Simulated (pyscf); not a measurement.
# Hydrogen abstraction: HO–SiH₂–OH + H• → •O–SiH₂–OH + H₂

Gas phase, doublet surface, charge 0. Bonds broken: O1–H4. Bonds formed: H4–H8. Single points on ωB97X-D3(BJ)/def2-SVP structures (PySCF, gas phase).

Transition state (Å):

```xyz
8

O     -0.2741     1.1390     0.8161
Si     0.1605    -0.2774     0.0097
O     -1.1162    -1.2813    -0.3205
H     -0.7109     0.8134     2.0791
H      0.7731     0.2963    -1.2222
H      1.1057    -1.1011     0.7966
H     -1.8280    -0.9286    -0.8649
H     -0.9247     0.3446     2.7394
```

One imaginary mode, 980i cm⁻¹; descent along it reached the two sides named.

```tsv
bond	change	reactant side (Å)	saddle	product side
O1–H4	breaks	0.963	1.376	2.487
H4–H8	forms	2.7	0.838	0.761
```

Electronic energies relative to the separated reactants (kJ/mol):

```json
[
 {"level": "ωB97X-D3(BJ)/def2-TZVP", "barrier": "78.0", "reaction energy": "+60.1", "reverse barrier": "17.8"},
 {"level": "PBE/def2-TZVP", "barrier": "53.1", "reaction energy": "+58.7", "reverse barrier": "-5.6"},
 {"level": "r²SCAN/def2-TZVP", "barrier": "52.4", "reaction energy": "+48.4", "reverse barrier": "3.9"},
 {"level": "B3LYP-D3(BJ)/def2-TZVP", "barrier": "52.6", "reaction energy": "+44.0", "reverse barrier": "8.6"},
 {"level": "PBE0-D3(BJ)/def2-TZVP", "barrier": "71.8", "reaction energy": "+65.1", "reverse barrier": "6.7"},
 {"level": "M06-2X/def2-TZVP", "barrier": "91.3", "reaction energy": "+67.5", "reverse barrier": "23.8"},
 {"level": "ωB97M-D3(BJ)/def2-TZVP", "barrier": "80.4", "reaction energy": "+61.8", "reverse barrier": "18.6"},
 {"level": "HF/def2-TZVP", "barrier": "107.7", "reaction energy": "+26.7", "reverse barrier": "81.1"}
]
```

With ωB97M-D3(BJ)/def2-TZVP energies and thermal terms (ideal gas, 1 atm, RRHO with modes under 100 cm⁻¹ raised to 100, one conformer, R ln 2 for chiral ones without a mode under 150 cm⁻¹), in kJ/mol:

```tsv
T (K)	ΔH‡	ΔG‡	ΔH	ΔG
298	71.2	98.9	+56.6	+49.8
600	69.7	127.6	+56.3	+42.9
900	68.8	156.7	+54.7	+36.5
1200	68.2	186.1	+52.7	+30.7
```

At PBE this geometry lies under the product side: in single points on another level's saddle the reverse barrier vanishes, and the forward threshold there is about the reaction energy. The same reactants have a lower exit, to HO–SiH•–OH + H₂ (barrier +30.1 kJ/mol at ωB97M-D3(BJ)/def2-TZVP, against +80.4 kJ/mol here). •O–SiH₂–OH lies 93.7 kJ/mol over its isomer HO–SiH•–OH (electronic energy, ωB97M-D3(BJ)/def2-TZVP). One saddle was located; it need not be the lowest between these sides. The angle at the transferred H is 160°.
